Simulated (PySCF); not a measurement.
# BFH3P: the cost of one run

Programs: PySCF 2.14.0, with density-fitted response routines of our own. Each step states its level of theory. These are calculated values for one molecule in the gas phase, unless marked as measured. Atoms are numbered from 0 throughout.

**1. Starting geometry**

6 atoms, charge 0, multiplicity 1; geometry from: GFN2-xTB.

Bonds of the start (Å): F0–B1 1.31, B1–P2 1.89, B1–H3 1.17, P2–H4 1.38, P2–H5 1.38.

**2. Optimising the geometry at PBE0-D3(BJ)/def2-SVP**

The job: settings as JSON, then the geometry in Å.

```
{"job": {"xc": "PBE0", "basis": "def2-SVP", "d3": "d3bj", "grid": 1, "kind": "geom"}, "charge": 0, "multiplicity": 1}
F      1.488941     1.094139     0.074612
B      0.841340    -0.043904    -0.046331
P     -0.968543    -0.028989    -0.581081
H      1.473447    -1.026205     0.076334
H     -1.405188     1.026949     0.192923
H     -1.426874    -1.020000     0.261969
```

On the command line:

```sh
> OMP_NUM_THREADS=1 python probes_run.py task.json out
```

This one command runs all jobs of the session in turn.

Q: Estimate the wall time and peak memory of this first job on 1 thread of Intel Xeon Platinum 8375C at 2.90GHz, shared host.

About 8.6 s, with a peak of 0.3 GiB.
